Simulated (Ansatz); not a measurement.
BSiH2⁺ (H-bridged), triplet in cc-pVTZ: errors against UCCSDT(Q)

Geometry: that of the BSiH2 (H-bridged), doublet, kept fixed.

```
atom   x (Å)    y (Å)    z (Å)
  Si  0.0000  -0.0053   0.5948
   B  0.0000  -0.0779  -1.2479
   H  0.0000   1.1505  -0.7602
   H  0.0000  -0.1670  -2.4296
```

Basis cc-pVTZ; Ansatz 0.2.0. Only valence electrons are correlated (noble-gas cores frozen), which leaves 8 electrons in 86 orbitals. Prefix R: restricted or restricted open-shell reference; prefix U: unrestricted. Active spaces: valence = (8e, 10o) chosen from the atoms' valence shells.

Full CI isn't at hand for all of this; UCCSDT(Q) serves as the reference, and is uncertain by about the last step of the cluster series. The frozen core follows each run's orbitals, which can shift R against U totals by a few meV.

The UHF ⟨S²⟩ is 2.069, the T1 diagnostic (RCCSD) is 0.0343 and the largest doubles amplitude (RCCSD) is 0.078. The T1 diagnostic (UCCSD) is 0.0322.

```
                   level  E − E(UCCSDT(Q)) (kcal/mol)  share of correlation (%)     wall time
                     RHF                       130.34                      0.00             –
                     UHF                       124.94                      4.14             –
                    RMP2                        25.19                     80.67             –
                    UMP2                        27.12                     79.20             –
                   RCCSD                         6.91                     94.70             –
                   UCCSD                         6.71                     94.85             –
                RCCSD(T)                         1.26                     99.03  2.6 s (H100)
                UCCSD(T)                         1.30                     99.00  2.3 s (H100)
                 BCCD(T)                         1.27                     99.03  3.7 s (H100)
                  RCCSDT                         0.34                     99.74             –
                  UCCSDT                         0.30                     99.77             –
               RCCSDT(Q)                         0.05                     99.96    9 s (H100)
  CASSCF (valence space)                        71.92                     44.82             –
  NEVPT2 (valence space)                        17.09                     86.89  4.9 s (H100)
  MRCISD (valence space)                         4.43                     96.60             –
MRCISD+Q (valence space)                         0.74                     99.44    8 s (H100)
```

The correlation energy at UCCSDT(Q), counted from RHF, is -5.652 eV. That run took 9.5 s on 2 threads of AMD EPYC 7R13 with a shared H100 80 GB, shared host.

Times hold each run's SCF and search for its determinant on a shared host, so for small cases they say little of a method's own cost.

Natural occupations of CASSCF (valence space) about the gap: 1.977 1.966 1.922 1.007 0.980 0.044 0.041 0.025 0.022 0.016; effectively unpaired electrons, Σ n²(2−n)², 2.05.
